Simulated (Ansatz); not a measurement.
Relaxation of CH4NSi (7 atoms, charge 1, multiplicity 1), to a largest force component of 0.02 eV/Å in at most 40 steps.

Computed with Ansatz 0.2.0, RKS PBE-D4/def2-SVP.

```xyz
7
Properties=species:S:1:pos:R:3
N -1.150 -0.245 -0.896
C -0.293 -0.339 0.030
Si 1.153 0.275 0.875
H -1.891 -0.946 -0.984
H -1.181 0.503 -1.595
H 0.944 1.075 2.062
H 2.418 -0.324 0.508
```

Question: Where does it end, and by what steps?

Answer: The forces met the threshold. Limits of this set-up: the dipole of an ion depends on the origin. After 6 steps the energy has fallen by 0.195 eV; C2 moved furthest, 0.37 Å.

| step | energy less start (eV) | largest force component (eV/Å) | accepted |
| --- | --- | --- | --- |
| 0 | 0.0000 | 1.561 | yes |
| 1 | -0.1004 | 0.656 | yes |
| 2 | -0.1306 | 0.473 | yes |
| 3 | -0.1797 | 0.936 | yes |
| 4 | -0.1940 | 0.084 | yes |
| 5 | -0.1947 | 0.050 | yes |
| 6 | -0.1948 | 0.005 | yes |

```xyz
7
Properties=species:S:1:pos:R:3
N -1.151 -0.209 -0.922
C -0.170 -0.032 -0.137
Si 1.160 0.211 0.929
H -1.804 -1.012 -0.829
H -1.362 0.438 -1.708
H 0.886 1.032 2.137
H 2.441 -0.427 0.531
```

Whether the end is a true minimum wasn't checked by a vibrational analysis.

Run time: 12 s on 1 thread of Arm Neoverse V1 (shared host), peak memory 0.13 GiB.
